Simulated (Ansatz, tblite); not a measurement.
Cost and result up the ladder for AlH2(SiH3) (AlSiH₅) (7 atoms). The state is a singlet with charge 0. Geometry: r2SCAN-D4/def2-TZVP.

```xyz
7

Al   -0.2407    1.2752   -0.5507
H     0.8648    2.4115   -0.4654
H    -1.5999    1.5846   -1.3104
Si    0.1668   -0.9387    0.4333
H    -1.0866   -1.6215    0.8602
H     1.0780   -0.8876    1.6109
H     0.8177   -1.8236   -0.5779
```

Ansatz on 4 threads of AMD EPYC 9B14 on a shared host; xTB runs through tblite on one thread. Times are rough, summed over both states, and most runs start from the orbitals of an earlier one. CCSD(T)/def2-TZVPP serves as the yardstick here, not as an exact answer. The other state is a doublet.

The xTB rows come from tblite. Correlated methods freeze 10 core orbitals.

Raw xTB energies of ions are shifted by several eV.

| level | functions | wall time |
| --- | --- | --- |
| GFN2-xTB | 23 | 0.004 s |
| GFN1-xTB | 28 | 0.006 s |
| PBE-D4/def2-TZVP | 104 | 1 s |
| PBE0-D4/def2-TZVP | 104 | 1.5 s |
| r2SCAN-D4/def2-TZVP | 104 | 2 s |
| CCSD(T)/def2-TZVPP | 154 | 11 s |

(1) Estimate what each level gives for the vertical IE (eV).

Results:

(1) 
| level | vertical IE (eV) | difference from CCSD(T)/def2-TZVPP (eV) |
| --- | --- | --- |
| GFN2-xTB | 12.70 | 2.84 |
| GFN1-xTB | 13.54 | 3.69 |
| PBE-D4/def2-TZVP | 9.55 | -0.30 |
| PBE0-D4/def2-TZVP | 9.71 | -0.14 |
| r2SCAN-D4/def2-TZVP | 9.63 | -0.22 |
| CCSD(T)/def2-TZVPP | 9.85 | 0.00 |
